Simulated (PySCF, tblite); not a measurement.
**C₄H₇F: infrared bands, NMR shifts and spin-spin couplings**

Aim: predict the infrared bands, NMR shifts and spin-spin couplings of C₄H₇F (`FC1CCC1`).

Programs: tblite 0.8.0 and PySCF 2.14.0, with density-fitted response routines of our own. Each step states its level of theory. These are calculated values for one molecule in the gas phase, unless marked as measured. Atoms are numbered from 0 throughout.

### Step 1. The starting structure

12 atoms, charge 0, multiplicity 1; geometry from: GFN2-xTB.

Bonds of the start (Å): F0–C1 1.37, C1–C2 1.53, C2–C3 1.54, C3–C4 1.54, C4–C1 1.53, C1–H5 1.09, C2–H6 1.09, C2–H7 1.09, C3–H8 1.09, C3–H9 1.09, C4–H10 1.09, C4–H11 1.09.

### Step 2. Vibrational analysis with GFN2-xTB

What the job is given:

```
{"job": {"kind": "ir", "xc": "GFN2-xTB", "basis": "xTB"}, "charge": 0, "multiplicity": 1}
F      0.185483    -2.143681    -0.461269
C      0.002535    -1.009693     0.294009
C     -1.057585    -0.039320    -0.236946
C     -0.038660     1.105178    -0.104426
C      1.076355     0.068039     0.112382
H     -0.151037    -1.347163     1.322546
H     -1.312593    -0.262673    -1.270093
H     -1.969218     0.041915     0.349416
H     -0.212880     1.724592     0.772277
H      0.070876     1.745392    -0.975984
H      1.742773     0.231104     0.955719
H      1.665150    -0.114376    -0.783658
```

The log of the run:

```text
mode    cm-1     km/mol
  1     104.6      1.86
  2     371.3      9.65
  3     423.1      7.59
  4     649.1      2.02
  5     801.5      7.28
  6     806.7      0.03
  7     920.1     16.27
  8     977.3      0.17
  9    1021.7     22.06
 10    1029.0      0.10
 11    1077.1      6.79
 12    1115.0     14.52
 13    1136.1     52.43
 14    1181.6      0.02
 15    1191.3      5.14
 16    1218.6      4.36
 17    1240.2      0.14
 18    1250.1      2.15
 19    1257.3      0.19
 20    1314.8     41.75
 21    1457.6      2.97
 22    1462.2      0.30
 23    1486.7      0.94
 24    2944.5     38.45
 25    3011.0      0.62
 26    3022.1     36.33
 27    3025.3     24.10
 28    3029.4     25.90
 29    3032.4     31.29
 30    3038.0     65.63
```

Which atoms move in the most intense modes:

```csv
cm⁻¹,km/mol,atoms
1136,52.4,"C1 30 %, H5 13 %, F0 10 %"
1315,41.8,"H5 53 %, C1 24 %"
2944,38.5,H5 92 %
3022,36.3,"H10 52 %, H7 29 %"
3025,24.1,"H9 38 %, H7 28 %, H10 12 %"
3029,25.9,"H8 36 %, H9 23 %, H10 14 %, H7 14 %"
3032,31.3,"H11 45 %, H6 33 %, H7 13 %"
3038,65.6,"H6 47 %, H11 21 %, H8 10 %"
```

### Step 3. NMR shieldings: PBE0/pcSseg-1

Same as in step 2 but for these lines:

```diff
@@ -1,2 +1,2 @@
-{"job": {"kind": "ir", "xc": "GFN2-xTB", "basis": "xTB"}, "charge": 0, "multiplicity": 1}
+{"job": {"kind": "nmr", "xc": "PBE0", "basis": "pcSseg-1"}, "charge": 0, "multiplicity": 1}
 F      0.185483    -2.143681    -0.461269
```

Level: GIAO PBE0/pcSseg-1 NMR shielding, non-relativistic, gas phase.

The log of the run:

```text
coarse grid: 9776 points
cycle   1  E = -256.0531693074  dE =  5.610e-01  |g| = 4.946e-01  |ddm| = 2.970e+00
cycle   2  E = -256.0329851673  dE =  2.018e-02  |g| = 6.390e-01  |ddm| = 7.676e-01
cycle   3  E = -256.0994170688  dE = -6.643e-02  |g| = 4.989e-02  |ddm| = 4.230e-01
cycle   4  E = -256.0997413513  dE = -3.243e-04  |g| = 2.853e-02  |ddm| = 5.010e-02
cycle   5  E = -256.0999150663  dE = -1.737e-04  |g| = 3.257e-03  |ddm| = 2.320e-02
cycle   6  E = -256.0999171540  dE = -2.088e-06  |g| = 7.428e-04  |ddm| = 3.069e-03
final grid: 94040 points
cycle   7  E = -256.1378678643  dE = -3.209e-05  |g| = 8.000e-03  |ddm| = 2.395e-02
cycle   8  E = -256.1378563419  dE =  1.152e-05  |g| = 1.117e-02  |ddm| = 1.398e-02
cycle   9  E = -256.1378827589  dE = -2.642e-05  |g| = 8.781e-04  |ddm| = 7.790e-03
cycle  10  E = -256.1378828796  dE = -1.208e-07  |g| = 2.359e-04  |ddm| = 7.583e-04
cycle  11  E = -256.1378828881  dE = -8.496e-09  |g| = 2.720e-05  |ddm| = 1.482e-04
cycle  12  E = -256.1378828883  dE = -1.313e-10  |g| = 1.023e-05  |ddm| = 2.751e-05
converged SCF energy = -256.1378828883

GIAO shielding tensors (ppm)
atom      isotropic    diamagn.    paramagn.     s11        s22        s33       span
  0 F      351.000     471.669    -120.669    302.084    368.493    382.423     80.340
  1 C       97.567     243.931    -146.363     61.726     80.557    150.419     88.693
  2 C      154.704     250.177     -95.472    135.850    148.801    179.462     43.612
  3 C      175.191     248.540     -73.349    162.616    176.570    186.387     23.772
  4 C      154.628     250.160     -95.532    135.806    148.760    179.318     43.512
  5 H       26.565      29.739      -3.174     22.872     27.345     29.479      6.607
  6 H       29.332      30.003      -0.672     26.845     27.613     33.537      6.692
  7 H       29.302      29.881      -0.579     25.959     26.904     35.044      9.086
  8 H       30.146      30.198      -0.052     27.275     27.294     35.869      8.594
  9 H       29.885      29.676       0.209     26.297     26.923     36.436     10.139
 10 H       29.292      29.867      -0.574     25.941     26.903     35.034      9.093
 11 H       29.325      30.000      -0.675     26.843     27.613     33.518      6.675
```

Wall time 7.1 s (1 thread, shared host).

The references, computed at this level on geometries of the same kind, shield at (ppm): 1H TMS 31.72, 13C TMS 186.9, 19F CFCl3 170.9. Their shielding less the atom's gives the shift. The references are single molecules in the gas phase, so shifts against H2O, NH3, PH3, H3PO4 or CFCl3 are not on the usual liquid scales and can be off by tens of ppm. Atoms listed in one row are averaged.

```csv
atoms,environment,σ (ppm),δ (ppm),δ scaled to CDCl3
C1,sp3 CH bonded to F,97.6,89.4,85.3
"C2, C4",sp3 CH2 in a ring,154.7,32.3,29.6
C3,sp3 CH2 in a ring,175.2,11.7,9.5
H5,hydrogen on an sp3 CH bonded to F,26.57,5.15,4.96
"H7, H10",hydrogen on an sp3 CH2 in a ring,29.30,2.42,2.39
"H6, H11",hydrogen on an sp3 CH2 in a ring,29.33,2.39,2.36
H9,hydrogen on an sp3 CH2 in a ring,29.89,1.83,1.83
H8,hydrogen on an sp3 CH2 in a ring,30.15,1.57,1.59
F0,fluorine on an sp3 carbon,351.0,-180.1,–
```

The scaled column applies a straight-line fit of computed shieldings to shifts measured in CDCl3, and one for carbons that bear F (root-mean-square error 0.16 ppm for H, 1.9 ppm for C).

The run also stored atomic charges by several schemes (e):

```csv
atoms,Mulliken,IAO,Hirshfeld,ESP fit
F0,-0.34,-0.33,-0.13,-0.33
C1,0.16,0.18,0.07,0.43
"C2, C4",-0.22,-0.29,-0.08,-0.24
C3,-0.25,-0.27,-0.07,0.06
```

Mayer bond orders: F0–C1 0.88, C1–C2 1.03, C2–C3 1.04, C3–C4 1.04, C4–C1 1.03.

Ring of atoms C1, C2, C3, C4: NICS(0) -0.6, NICS(1) -1.1, NICS(1)zz 2.5 ppm (means of both faces; NICS(1) differs between them: -2.1 and -0.1).

### Step 4. J couplings: B3LYP/pcJ-1

Same as in step 3 but for these lines:

```diff
@@ -1,2 +1,2 @@
-{"job": {"kind": "nmr", "xc": "PBE0", "basis": "pcSseg-1"}, "charge": 0, "multiplicity": 1}
+{"job": {"kind": "j", "xc": "B3LYP", "basis": "pcJ-1"}, "charge": 0, "multiplicity": 1}
 F      0.185483    -2.143681    -0.461269
```

With the program's defaults for keys left out, this is: B3LYP/pcJ-1 indirect spin-spin coupling, non-relativistic, gas phase.

The log of the run:

```text
coarse grid: 9776 points
cycle   1  E = -256.3613276250  dE =  4.953e-01  |g| = 5.539e-01  |ddm| = 2.688e+00
cycle   2  E = -256.3243264508  dE =  3.700e-02  |g| = 7.569e-01  |ddm| = 9.342e-01
cycle   3  E = -256.4182398497  dE = -9.391e-02  |g| = 6.073e-02  |ddm| = 5.295e-01
cycle   4  E = -256.4185777191  dE = -3.379e-04  |g| = 4.106e-02  |ddm| = 6.177e-02
cycle   5  E = -256.4189208856  dE = -3.432e-04  |g| = 5.029e-03  |ddm| = 3.245e-02
cycle   6  E = -256.4189255667  dE = -4.681e-06  |g| = 9.378e-04  |ddm| = 4.393e-03
final grid: 94040 points
cycle   7  E = -256.4637496670  dE = -1.135e-04  |g| = 7.314e-03  |ddm| = 1.793e-02
cycle   8  E = -256.4637372165  dE =  1.245e-05  |g| = 1.098e-02  |ddm| = 1.237e-02
cycle   9  E = -256.4637603190  dE = -2.310e-05  |g| = 7.285e-04  |ddm| = 7.442e-03
cycle  10  E = -256.4637603556  dE = -3.662e-08  |g| = 5.357e-04  |ddm| = 8.601e-04
cycle  11  E = -256.4637604070  dE = -5.135e-08  |g| = 2.871e-05  |ddm| = 3.507e-04
cycle  12  E = -256.4637604071  dE = -1.493e-10  |g| = 9.143e-06  |ddm| = 3.385e-05
converged SCF energy = -256.4637604071

Indirect spin-spin couplings (Hz)
  i      j    bonds     total        FC       PSO       DSO        SD
  0 F    1 C    1   -261.823  -300.997    18.746     0.824    19.604
  0 F    2 C    2     21.614    17.628     1.666    -0.093     2.412
  0 F    3 C    3     12.294    14.669    -1.976    -0.329    -0.069
  0 F    4 C    2     21.777    17.855     1.624    -0.092     2.389
  0 F    5 H    2     61.186    57.696     8.069    -1.060    -3.519
  0 F    6 H    3     27.111    26.351     1.007     0.250    -0.496
  0 F    7 H    3     10.008     9.486     1.939    -1.414    -0.004
  0 F    8 H    4      2.826     3.796     0.765    -1.743     0.008
  0 F    9 H    4      0.768     1.609     0.619    -1.220    -0.239
  0 F   10 H    3      9.949     9.425     1.938    -1.413    -0.002
  0 F   11 H    3     27.244    26.503     0.988     0.259    -0.507
  1 C    2 C    1     32.521    32.093     0.161     0.267         -
  1 C    3 C    2     -5.619    -5.533    -0.156     0.070         -
  1 C    4 C    1     32.578    32.154     0.157     0.267         -
  1 C    5 H    1    160.335   159.744    -0.631     1.222         -
  1 C    6 H    2     -7.045    -7.296     0.288    -0.038         -
  1 C    7 H    2     -2.368    -2.416     0.138    -0.090         -
  1 C    8 H    3      0.890     0.911     0.134    -0.155         -
  1 C    9 H    3     12.111    12.265     0.247    -0.400         -
  1 C   10 H    2     -2.356    -2.406     0.141    -0.092         -
  1 C   11 H    2     -7.076    -7.325     0.285    -0.036         -
  2 C    3 C    1     28.647    27.465     0.975     0.207         -
  2 C    4 C    2     -5.526    -5.403    -0.158     0.035         -
  2 C    5 H    2      0.170     0.151     0.183    -0.165         -
  2 C    6 H    1    141.069   139.485     0.672     0.913         -
  2 C    7 H    1    140.535   138.928     0.754     0.853         -
  2 C    8 H    2     -3.644    -3.845     0.381    -0.180         -
  2 C    9 H    2     -3.172    -3.347     0.396    -0.221         -
  2 C   10 H    3      9.870     9.989     0.364    -0.483         -
  2 C   11 H    3      0.441     0.540     0.150    -0.249         -
  3 C    4 C    1     28.617    27.433     0.977     0.207         -
  3 C    5 H    3      1.097     1.116     0.259    -0.278         -
  3 C    6 H    2     -4.793    -5.029     0.412    -0.176         -
  3 C    7 H    2     -2.025    -2.213     0.436    -0.248         -
  3 C    8 H    1    139.996   138.338     0.834     0.824         -
  3 C    9 H    1    144.548   143.001     0.738     0.809         -
  3 C   10 H    2     -2.042    -2.229     0.434    -0.247         -
  3 C   11 H    2     -4.815    -5.052     0.412    -0.175         -
  4 C    5 H    2      0.197     0.177     0.187    -0.167         -
  4 C    6 H    3      0.439     0.538     0.152    -0.251         -
  4 C    7 H    3      9.836     9.955     0.364    -0.483         -
  4 C    8 H    2     -3.644    -3.844     0.380    -0.180         -
  4 C    9 H    2     -3.156    -3.332     0.398    -0.222         -
  4 C   10 H    1    140.689   139.084     0.752     0.853         -
  4 C   11 H    1    141.114   139.531     0.670     0.913         -
  5 H    6 H    3      6.412     6.516     2.436    -2.540         -
  5 H    7 H    3      8.369     8.397    -0.107     0.079         -
  5 H    9 H    4     -1.202    -1.085     2.195    -2.312         -
  5 H   10 H    3      8.323     8.352    -0.090     0.062         -
  5 H   11 H    3      6.433     6.538     2.440    -2.544         -
  6 H    7 H    2    -13.849   -14.013     2.533    -2.369         -
  6 H    8 H    3      9.951    10.023     2.498    -2.570         -
  6 H    9 H    3     12.836    12.868    -0.074     0.042         -
  6 H   10 H    4     -1.534    -1.389     2.213    -2.357         -
  6 H   11 H    4      0.387     0.506     0.163    -0.283         -
  7 H    8 H    3     10.579    10.631     0.005    -0.056         -
  7 H    9 H    3      3.723     3.823     1.917    -2.017         -
  7 H   10 H    4      3.544     3.681     1.582    -1.718         -
  7 H   11 H    4     -1.531    -1.387     2.213    -2.358         -
  8 H    9 H    2    -12.374   -12.511     2.656    -2.519         -
  8 H   10 H    3     10.554    10.606     0.001    -0.052         -
  8 H   11 H    3      9.974    10.045     2.499    -2.571         -
  9 H   10 H    3      3.696     3.797     1.914    -2.015         -
  9 H   11 H    3     12.841    12.873    -0.073     0.041         -
 10 H   11 H    2    -13.775   -13.939     2.536    -2.371         -
```

It took 17 s on 1 thread, shared host.

A choice of the couplings up to four bonds, sorted by the number of bonds, with means over like pairs; isotopes 13C, 19F, 1H:

```csv
pair,bonds,J (Hz),Fermi contact (Hz),dihedral (°)
F0–C1,1,-261.8,-301.0,–
C1–H5,1,160.3,159.7,–
C3–H9,1,144.5,143.0,–
C2–H6,1,141.1,139.5,–
C2–H7,1,140.6,139.0,–
C3–H8,1,140.0,138.3,–
C1–C2,1,32.5,32.1,–
C2–C3,1,28.6,27.4,–
F0–H5,2,61.2,57.7,–
F0–C2,2,21.7,17.7,–
H6–H7,2,-13.8,-14.0,–
H8–H9,2,-12.4,-12.5,–
C1–H6,2,-7.1,-7.3,–
C1–C3,2,-5.6,-5.5,–
C2–C4,2,-5.5,-5.4,–
C3–H6,2,-4.8,-5.0,–
C2–H8,2,-3.6,-3.8,–
F0–H6,3,27.2,26.4,-16
H6–H9,3,12.8,12.9,18
F0–C3,3,12.3,14.7,–
C1–H9,3,12.1,12.3,–
H7–H8,3,10.6,10.6,17
F0–H7,3,10.0,9.5,110
H6–H8,3,10.0,10.0,145
C2–H10,3,9.9,10.0,–
H5–H7,3,8.3,8.4,-14
H7–H10,4,3.5,3.7,–
F0–H8,4,2.8,3.8,–
H6–H10,4,-1.5,-1.4,–
H5–H9,4,-1.2,-1.1,–
```

The spin-dipole term was solved for some atoms only; pairs without it lack that part.

Joined with the shifts from before (PBE0/pcSseg-1, unscaled), the couplings predict the line list below for 400 MHz.

1H NMR δ 5.15 (m, 1H), 2.42 (m, 2H), 2.39 (m, 2H), 1.83 (m, 1H), 1.57 (m, 1H).

### Step 5. Outcome

```
                                                               quantity                             value
                              strongest single infrared mode (GFN2-xTB)              3038 cm⁻¹, 66 km/mol
                                           zero-point energy (GFN2-xTB)                     63.8 kcal/mol
13C shifts against TMS (PBE0/pcSseg-1, means over atoms taken as alike)              89.4, 32.3, 11.7 ppm
 1H shifts against TMS (PBE0/pcSseg-1, means over atoms taken as alike)  5.15, 2.42, 2.39, 1.83, 1.57 ppm
                               19F shifts against CFCl3 (PBE0/pcSseg-1)                        -180.1 ppm
                            largest coupling of the table (B3LYP/pcJ-1)          1J(F,C) F0–C1, -261.8 Hz
```

What this shows: No mode is imaginary among the 30: a minimum at this level. The strongest single mode, at 3038 cm⁻¹, is carried by H6, H11, H8. Unscaled tight-binding wavenumbers are off by several per cent, some by more. Its intensities can rank the bands wrongly. C1 (sp3 CH bonded to F) lies farthest downfield among carbon, at 89.4 ppm; pulled downfield by the heteroatom. H5 (hydrogen on an sp3 CH bonded to F) lies farthest downfield among hydrogen, at 5.15 ppm; its carbon carries F, hence the downfield position. At PBE0/pcSseg-1: The widest tensor belongs to C1: span 89 ppm, with a paramagnetic part of -146 ppm. In the run at B3LYP/pcJ-1, the largest coupling of the table is F0–C1, -261.8 Hz, of which the Fermi-contact term gives -301.0 Hz. Couplings across rotatable bonds belong to this one conformer; where others are populated, the observed values are averages.
